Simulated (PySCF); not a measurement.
Process, species as SMILES: S(C)C + 2 [H][H] (H2) → 2 C (CH4) + S (H2S)
B3LYP-D3(BJ)/def2-TZVP geometries, fixed; electronic energies without zero-point terms.

Effect of the auxiliary basis of density fitting at HF/def2-SVP with PySCF, against the last row, where the energy of full hydrogenation is -49.46 kcal/mol.

| setting | fitting functions, largest species | largest shift of a total energy (mEh) | shift of the energy of full hydrogenation (kcal/mol) |
|---|---|---|---|
| density fitting: autoaux | 494 | 0.152 | -0.050 |
| density fitting: def2-universal-jkfit | 386 | 0.051 | -0.007 |
| density fitting: cc-pvtz-jkfit | 459 | 0.013 | -0.020 |
| density fitting: cc-pvqz-jkfit | 666 | -0.007 | -0.009 |
| density fitting: none | - | 0.000 | 0.000 |

Within 0.05 kcal/mol in the energy of full hydrogenation: density fitting: def2-universal-jkfit; density fitting: cc-pvtz-jkfit; density fitting: cc-pvqz-jkfit. The largest shift is 0.152 mEh in a total energy and 0.050 kcal/mol in the difference.
